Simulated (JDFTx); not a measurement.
Part of a log of a modified build of JDFTx for acetic acid, C2H4O2 (SMILES CC(=O)O), charge 0, multiplicity 1 (PBE, GBRV ultrasoft potentials, plane waves to 20/100 Ha):

```
unit cell volume = 11081.2
Chosen fftbox size, S = [  112  100  96  ]
unit cell volume = 11081.2
Chosen fftbox size, S = [  100  96  84  ]
  'C' pseudopotential, 'SLA  PW   PBE  PBE' functional
  4 valence electrons, 2 orbitals, 4 projectors, 721 radial grid points, with lMax = 1
  'O' pseudopotential, 'SLA  PW   PBE  PBE' functional
  6 valence electrons, 2 orbitals, 5 projectors, 737 radial grid points, with lMax = 2
  'H' pseudopotential, 'SLA  PW   PBX  PBC' functional
  1 valence electrons, 1 orbitals, 2 projectors, 615 radial grid points, with lMax = 0
Initialized 3 species with 8 total atoms.
Folded 1 k-points by 1x1x1 to 1 k-points.
nElectrons:  24.000000   nBands: 12   nStates: 1
average nbasis = 47309.000 , ideal nbasis = 47339.675
Correction to mu due to finite nuclear width = -0.00214894
   Cavity determined by nc: 0.00065 and sigma: 0.6
   Effective cavity tension: -5.2e-06 Eh/bohr^2 to account for cavitation and dispersion.
[...]
	Linear fluid (dielectric constant: 32.66, screening length: 5.24258 Bohr) occupying 0.945502 of unit cell:	Completed after 18 iterations
[... later lines of the fluid solver are left out ...]
ElecMinimize: Iter:   0  Etot: -45.972602324209831  |grad|_K:  3.464e-05  alpha:  1.000e+00
ElecMinimize: Iter:   1  Etot: -45.973148720647345  |grad|_K:  1.858e-05  alpha:  8.004e-01  linmin:  2.290e-03
[... lines cut ...]
ElecMinimize: Iter:   7  Etot: -45.973436446799099  |grad|_K:  5.225e-07  alpha:  8.059e-01  linmin: -1.821e-02
ElecMinimize: Iter:   8  Etot: -45.973436571596238  |grad|_K:  3.076e-07  alpha:  7.930e-01  linmin: -1.626e-02
ElecMinimize: Iter:   9  Etot: -45.973436612320903  |grad|_K:  1.795e-07  alpha:  7.466e-01  linmin: -7.296e-03
ElecMinimize: Iter:  10  Etot: -45.973436629068146  |grad|_K:  1.186e-07  alpha:  9.087e-01  linmin:  4.930e-05
ElecMinimize: Converged (|Delta Etot|<1.000000e-07 for 2 iters).

# Energy components:
   A_diel =       -0.0240560388283042
   Eewald =       32.4148306210565167
       EH =       69.9075631262478936
     Eloc =     -165.5437231389220472
      Enl =        6.0782320348096839
      Exc =      -12.3478497264302902
 Exc_core =        0.1974524442296763
       KE =       23.3441140487686987
-------------------------------------
     Etot =      -45.9734366290681464


	eMin: -1.016592 at state 0 ( [ +0.000000 +0.000000 +0.000000 ] spin 0 )
	HOMO: -0.237100 at state 0 ( [ +0.000000 +0.000000 +0.000000 ] spin 0 )
```

Problem. Which solvation model was used?
A. nonlinear PCM (GLSSA13)
B. SCCS (g03 parameters)
C. linear PCM (GLSSA13)
D. SCCS (anion parameters)

Solution. C, linear PCM (GLSSA13). The liquid was methanol (dielectric constant 32.7), 0.5 M KCl.
